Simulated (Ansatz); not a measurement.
The reference is Ge in the diamond structure (space group Fd-3m, No. 227).

```yaml
crystal:
  lattice:
    - [0.00000, 2.88111, 2.88111]
    - [2.88111, 0.00000, 2.88111]
    - [2.88111, 2.88111, 0.00000]
  atoms:
    - { symbol: Ge, position: [0.50000, 0.50000, 0.50000] }
    - { symbol: Ge, position: [0.75000, 0.75000, 0.75000] }
```

Computed with Kohn–Sham DFT with the PBE functional, run in Ansatz (a first-principles code) with PAW and 420 eV plane waves, no spin-orbit coupling, earlier PAW set.

Now apply this change: every Ge is replaced by Si; the structure is relaxed again.

Measured lattice parameter a: Ge 5.644 Å (static lattice; corrected from measurement; as listed in Daniel Mejia-Rodriguez, S. B. Trickey, Phys. Rev. B (2018)); Si 5.421 Å (static lattice; corrected from measurement; as listed in Daniel Mejia-Rodriguez, S. B. Trickey, Phys. Rev. B (2018)).

Question: How well does PBE reproduce the measured shift?

Answer: With PBE the lattice parameter a moves by -0.292 Å (5.762 → 5.470) against -0.223 Å measured.

Stability against distortions was not tested.
